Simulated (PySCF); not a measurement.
Molecule: `C/C=C/C(C)=O`, C₅H₈O.

Numbering as in the mapped SMILES `[CH3:1]/[CH:2]=[CH:3]/[C:4]([CH3:5])=[O:6]`; H(Xn) means a hydrogen on atom n.

Geometry PBE0-D3(BJ)/def2-SVP throughout; GIAO in PySCF 2.14.0 with density-fitted response routines, gas phase, one conformer, non-relativistic; equivalent atoms averaged; basis pcSseg-1.

For orientation, PBE gives these absolute shieldings σ: C4 -15.4, C2 30.9, C3 39.7, C5 153.9, O6 -365.3, H(C2) 24.61, H(C3) 25.31, H(C5) 29.04, H(C1) 29.19 ppm.

A run gave: C4 -17.3, C2 31.6, C3 41.8, C5 158.0, O6 -359.1, H(C2) 24.91, H(C3) 25.41, H(C5) 29.30, H(C1) 29.45 ppm (absolute shieldings σ).

Q: Which functional was used in that run?
A. wB97X-D
B. KT2
C. WP04
D. BHandHLYP

A: D. C2 tells them apart best: BHandHLYP gives 31.6, KT2 gives 43.3, WP04 gives 22.6, wB97X-D gives 33.5 ppm.
